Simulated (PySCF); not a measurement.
Shieldings and the share of exact exchange

Molecule: SMILES CC#C[C@@H](C)F, C$_{5}$H$_{7}$F.

Bonds (- single, = double, # triple, : aromatic): C1-C2 1.452 Å, C2#C3 1.212 Å, C3-C4 1.463 Å, C4-C5 1.515 Å, C4-F6 1.383 Å. C1 carries H7, H8, H9; C4 carries H10; C5 carries H11, H12, H13. Stereochemistry as in CC#C[C@@H](C)F.

GIAO shieldings (ppm, equivalent atoms averaged) in PySCF 2.14.0 with density-fitted response routines on the PBE0-D3(BJ)/def2-SVP geometry, basis pcSseg-1, gas phase, non-relativistic:

| functional | exact exchange (%) | σ(C4) | σ(C3) | σ(C1) | σ(F6) |
| --- | --- | --- | --- | --- | --- |
| BLYP | 0 | 91.4 | 93.7 | 170.5 | 353.8 |
| BP86 | 0 | 96.9 | 97.0 | 174.5 | 358.0 |
| PBE | 0 | 97.3 | 97.2 | 175.1 | 356.3 |
| B3LYP | 20 | 98.3 | 96.9 | 174.9 | 367.5 |
| PBE0 | 25 | 105.2 | 101.0 | 179.8 | 372.4 |
| mPW1PW91 | 25 | 104.3 | 100.4 | 178.6 | 372.7 |
| HF | 100 | 121.3 | 110.2 | 187.6 | 405.0 |

(1) Fit each shielding as a line in the percentage of exact exchange.

(2) What does the line predict for BHandHLYP (50 %), and what does the run give?

Results:

(1) σ(C4) = 95.7 + 0.26 x (rms 2.5 ppm); σ(C3) = 96.0 + 0.14 x (rms 1.4 ppm); σ(C1) = 173.8 + 0.14 x (rms 1.8 ppm); σ(F6) = 357.5 + 0.49 x (rms 2.2 ppm). The functionals also differ in their semilocal parts, which the line can't hold; Hartree–Fock has no correlation at all.

(2) σ(C4): 108.7 predicted, 107.2 computed; σ(C3): 103.0 predicted, 101.5 computed; σ(C1): 180.8 predicted, 180.1 computed; σ(F6): 382.0 predicted, 383.3 computed ppm.
